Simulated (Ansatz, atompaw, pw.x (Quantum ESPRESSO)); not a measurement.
**pw.x on diamond Si: one setting changed**

Potential: PAW, atompaw 4.2.0.5, LDA (PW92); core [Ne], reference 3s2 3p2; waves: 3s (bound): rc 2.00 bohr; 3s channel at 1.55 Ry: rc 1.40 bohr; 3p (bound): rc 2.00 bohr; 3p channel at 0.25 Ry: rc 2.00 bohr; 3d channel at 0.05 Ry: rc 2.00 bohr; local part: bessel scheme, radius 1.94 bohr; core correction: smooth core density matched at 1.00 bohr; augmentation: besselshape compensation charge, radius 1.75 bohr; PAW radius 2.00 bohr; waves and projectors: custom rrkj vanderbiltortho.

The reference run (k-mesh 9³, cutoffs 40/400 Ry, Fermi–Dirac 0.01 Ry, mixing_beta 0.4, conv_thr 1e-9, no spin) gives 0.25 GPa at 19.694 Å³/atom, where all-electron LAPW gives -0.03 GPa. This run, with its own iteration cap, changes nbnd to 7.

```
&control
  calculation='scf', prefix='x', pseudo_dir='./', outdir='./tmp', tstress=.true., disk_io='none'
/
&system
  ibrav=0, nat=2, ntyp=1, ecutwfc=40, ecutrho=400, nbnd=7,
  occupations='smearing', smearing='fd', degauss=0.01
/
&electrons
  conv_thr=1e-09, mixing_beta=0.4, electron_maxstep=50
/
ATOMIC_SPECIES
Si 1.0 Si.UPF
CELL_PARAMETERS angstrom
  0.00000000 2.70050288 2.70050288
  2.70050288 0.00000000 2.70050288
  2.70050288 2.70050288 0.00000000
ATOMIC_POSITIONS crystal
Si 0.0000 0.0000 0.0000
Si 0.2500 0.2500 0.2500
K_POINTS automatic
9 9 9 0 0 0
```

```bash
pw.x < Si.scf.in > Si.scf.out
```

How does the run end?

It converges in 9 iterations; the free energy moves by +0.0 meV/atom and the pressure by +0.00 GPa. The result is that of the reference run.

```
Message from routine setup:
     using ibrav=0 with symmetry is DISCOURAGED, use correct ibrav instead
     lattice parameter (alat)  =       7.2170  a.u.
     unit-cell volume          =     265.8034 (a.u.)^3
     number of electrons       =         8.00
     number of Kohn-Sham states=            7
     kinetic-energy cutoff     =      40.0000  Ry
     charge density cutoff     =     400.0000  Ry
     scf convergence threshold =      1.0E-09
     Exchange-correlation= SLA PW NOGX NOGC
     number of k points=    35  Fermi-Dirac smearing, width (Ry)=  0.0100
     negative rho (up, down):  3.418E-02 0.000E+00
     iteration #  1     ecut=    40.00 Ry     beta= 0.40
     negative rho (up, down):  3.835E-02 0.000E+00
     total energy              =     -89.29713117 Ry
     estimated scf accuracy    <       0.05985590 Ry
     iteration #  2     ecut=    40.00 Ry     beta= 0.40
     negative rho (up, down):  4.297E-02 0.000E+00
     total energy              =     -89.29206270 Ry
     estimated scf accuracy    <       0.01560647 Ry
     iteration #  3     ecut=    40.00 Ry     beta= 0.40
     negative rho (up, down):  4.313E-02 0.000E+00
     total energy              =     -89.29334714 Ry
     estimated scf accuracy    <       0.00037137 Ry
     iteration #  4     ecut=    40.00 Ry     beta= 0.40
     negative rho (up, down):  4.338E-02 0.000E+00
     total energy              =     -89.29340878 Ry
     estimated scf accuracy    <       0.00004304 Ry
     iteration #  5     ecut=    40.00 Ry     beta= 0.40
     negative rho (up, down):  4.336E-02 0.000E+00
     total energy              =     -89.29341534 Ry
     estimated scf accuracy    <       0.00000139 Ry
     iteration #  6     ecut=    40.00 Ry     beta= 0.40
     negative rho (up, down):  4.329E-02 0.000E+00
     total energy              =     -89.29341507 Ry
     estimated scf accuracy    <       0.00000088 Ry
     iteration #  7     ecut=    40.00 Ry     beta= 0.40
     negative rho (up, down):  4.332E-02 0.000E+00
     total energy              =     -89.29341517 Ry
     estimated scf accuracy    <       0.00000015 Ry
     iteration #  8     ecut=    40.00 Ry     beta= 0.40
     negative rho (up, down):  4.332E-02 0.000E+00
     total energy              =     -89.29341518 Ry
     estimated scf accuracy    <          2.0E-09 Ry
     iteration #  9     ecut=    40.00 Ry     beta= 0.40
     negative rho (up, down):  4.332E-02 0.000E+00
     the Fermi energy is     6.4711 ev
!    total energy              =     -89.29341518 Ry
     estimated scf accuracy    <          5.0E-10 Ry
     smearing contrib. (-TS)   =      -0.00038224 Ry
     convergence has been achieved in   9 iterations
     negative rho (up, down):  4.332E-02 0.000E+00
          total   stress  (Ry/bohr**3)                   (kbar)     P=        2.52
     Message from routine punch:
     Nothing written, as per user request (disk_io='none')
```

The run took about 7.6 s on one core of a shared host (Intel(R) Xeon(R) Platinum 8488C, 192 threads, 1488 GiB, load 68).
